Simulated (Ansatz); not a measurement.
`NC1CCCC1`, relaxed with RKS PBE0-D4/def2-TZVP in Ansatz 0.2.0 from a PBE-D4/def2-SVP geometry. The force threshold is 0.005 eV/Å; the program also tests the step.

Charge 0, multiplicity 1.

Start:

```xyz
17

N    -1.141   -0.005    1.992
C    -0.171   -0.204    0.924
C    -0.635   -0.911   -0.371
C     0.467   -0.602   -1.404
C     1.142    0.719   -0.911
C     0.392    1.117    0.375
H    -1.483   -0.916    2.325
H    -1.969    0.476    1.612
H     0.676   -0.790    1.353
H    -1.603   -0.454   -0.679
H    -0.821   -1.997   -0.233
H     1.210   -1.424   -1.438
H     0.061   -0.511   -2.431
H     1.110    1.521   -1.676
H     2.215    0.542   -0.691
H    -0.467    1.784    0.137
H     1.018    1.653    1.116
```

```csv
step,energy (eV),largest force (eV/Å),largest move (Å)
1,-6849.1209,0.597,0.000
2,-6849.1824,0.223,0.024
3,-6849.1890,0.069,0.013
4,-6849.1896,0.047,0.019
5,-6849.1897,0.018,0.010
6,-6849.1898,0.035,0.012
7,-6849.1899,0.041,0.028
8,-6849.1900,0.042,0.043
9,-6849.1902,0.045,0.007
10,-6849.1904,0.026,0.027
11,-6849.1905,0.038,0.037
12,-6849.1906,0.032,0.025
13,-6849.1907,0.021,0.019
14,-6849.1907,0.008,0.020
15,-6849.1907,0.007,0.010
16,-6849.1908,0.001,0.002
```

End:

```xyz
17

N    -1.148   -0.020    1.959
C    -0.175   -0.229    0.907
C    -0.643   -0.889   -0.392
C     0.509   -0.631   -1.357
C     1.076    0.747   -0.944
C     0.427    1.081    0.408
H    -1.538   -0.901    2.269
H    -1.920    0.540    1.612
H     0.631   -0.845    1.329
H    -1.554   -0.381   -0.732
H    -0.883   -1.949   -0.274
H     1.273   -1.403   -1.232
H     0.201   -0.662   -2.404
H     0.848    1.512   -1.688
H     2.165    0.709   -0.864
H    -0.388    1.802    0.274
H     1.119    1.518    1.129
```

It took 20 s on 2 threads of an AMD EPYC 7R13 on a shared host and a share of an NVIDIA H100 80 GB, with 0.88 GiB of host memory at the peak.
